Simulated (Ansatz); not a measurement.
**Low singlet and triplet states of H$_{3}$O⁺ by full CI**

```tsv
atom	x (Å)	y (Å)	z (Å)
O	0.0002	-0.0001	-0.0419
H	0.9410	0.0142	0.2253
H	-0.4835	0.8094	0.2180
H	-0.4600	-0.8219	0.2221
```

Basis 6-31G; Ansatz 0.2.0. Correlated methods freeze the noble-gas cores, which leaves 8 electrons in 14 orbitals.

Q: From the orbital picture of this species, estimate the order, symmetries and energies of the lowest 2 singlet and 1 triplet states at this geometry (other spins aside; irreps A', A'' in the program's axes; members of a degenerate level count singly).

A: Full CI in 6-31G gives:
```json
{"2S+1": "1", "irrep": "A'", "energy above the lowest listed (eV)": "0.000"}
{"2S+1": "3", "irrep": "A'", "energy above the lowest listed (eV)": "11.092"}
{"2S+1": "1", "irrep": "A'", "energy above the lowest listed (eV)": "11.928"}
```

6 s on 1 thread of Intel Xeon 6975P-C, shared host.
